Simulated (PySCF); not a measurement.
Species: C4H4OS.
Atom-mapped SMILES: `[CH3:1][C:2](=[O:3])[CH:4]=[C:5]=[S:6]` (hydrogens: H7, H8, H9 on C1; H10 on C4)

The same species was optimised twice, with GFN2-xTB and with PBE0-D3(BJ)/def2-SVP (PySCF), and the same property calculations (PySCF, gas phase) were run on both structures.

```tsv
coordinate	GFN2-xTB	PBE0-D3(BJ)/def2-SVP	change
C4=C5 (Å)	1.304	1.320	+0.016
C2–C4 (Å)	1.475	1.488	+0.013
C5=S6 (Å)	1.550	1.552	+0.002
C2=O3 (Å)	1.207	1.208	+0.001
C1–C2 (Å)	1.506	1.508	+0.002
C1–C2–C4 (°)	115.1	117.1	+2.0
C4–C5–S6 (°)	177.1	178.9	+1.8
O3–C2–C4 (°)	121.3	120.2	-1.1
C1–C2–O3 (°)	123.7	122.7	-1.0
C2–C4–C5 (°)	125.0	124.4	-0.6
C1–C2–C4–C5 (°)	0	0	0
```

Rotational constants: A = 8832, B = 1440, C = 1248 MHz (GFN2-xTB) against A = 8689, B = 1410, C = 1223 MHz (PBE0-D3(BJ)/def2-SVP). Point groups within 0.08 Å: Cs and Cs.

On the GFN2-xTB structure: HOMO (eV) -7.24 [PBE0/pcSseg-1]; LUMO (eV) -2.82 [PBE0/pcSseg-1]; dipole (D) 2.60 [PBE0/pcSseg-1]; GIAO shielding of C1 (ppm) 153.4 [PBE0/pcSseg-1]; GIAO shielding of C2 (ppm) -11.8 [PBE0/pcSseg-1]; GIAO shielding of O3 (ppm) -380.6 [PBE0/pcSseg-1]; GIAO shielding of C4 (ppm) 112.4 [PBE0/pcSseg-1]; GIAO shielding of C5 (ppm) -82.8 [PBE0/pcSseg-1]; GIAO shielding of S6 (ppm) 109.5 [PBE0/pcSseg-1].

What do these properties become on the PBE0-D3(BJ)/def2-SVP structure?

```
                                    property          level  on GFN2-xTB  on PBE0-D3(BJ)/def2-SVP  change
                                   HOMO (eV)  PBE0/pcSseg-1        -7.24                    -7.21   +0.03
                                   LUMO (eV)  PBE0/pcSseg-1        -2.82                    -2.82    0.00
                                  dipole (D)  PBE0/pcSseg-1         2.60                     2.62   +0.02
energy, GFN2-xTB geometry as zero (kcal/mol)  PBE0/pcSseg-1          0.0                     -0.5    -0.5
                  GIAO shielding of C1 (ppm)  PBE0/pcSseg-1        153.4                    152.0    -1.4
                  GIAO shielding of C2 (ppm)  PBE0/pcSseg-1        -11.8                    -12.2    -0.4
                  GIAO shielding of O3 (ppm)  PBE0/pcSseg-1       -380.6                   -387.2    -6.6
                  GIAO shielding of C4 (ppm)  PBE0/pcSseg-1        112.4                    108.8    -3.6
                  GIAO shielding of C5 (ppm)  PBE0/pcSseg-1        -82.8                    -86.5    -3.7
                  GIAO shielding of S6 (ppm)  PBE0/pcSseg-1        109.5                    101.6    -7.9
```

The heavy atoms differ by 0.030 Å rms after alignment. Among bonds between heavy atoms C4=C5 changes most (+0.016 Å). Changes are differences of the printed values. Neither structure is proved a minimum here.

The values belong to the conformer `[CH3:1][C:2](=[O:3])[CH:4]=[C:5]=[S:6]`: C1–C2–C4–C5 0°.
